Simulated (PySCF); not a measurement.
Computed Raman spectrum (relative Raman activity) of a molecule C4H8. Geometry optimised at B3LYP-D3(BJ)/def2-SVP. One conformer was computed; it need not be the lowest. These are B3LYP-D3(BJ)/def2-SVP (PySCF 2.14.0) values and carry that method's errors. No scaling factor is applied to the harmonic values.

Lines under 2 % of the strongest are left out, and lines within 2 cm⁻¹ are merged.

ν (cm⁻¹): 826 (vw), 1072 (vw), 1399 (vw), 1420 (m), 1443 (w), 1473 (w), 1732 (w), 3009 (vw), 3015 (vs), 3070 (w), 3073 (s), 3124 (m), 3132 (s), 3225 (m) (against the strongest line: vs over 80 %, s over 45 %, m over 15 %, w over 4 %, vw less)

**Question.** Which structure fits?
(A) C=CCC
(B) C=C(C)C
(C) CC1CC1
(D) C1CCC1

**Answer.** B, C=C(C)C
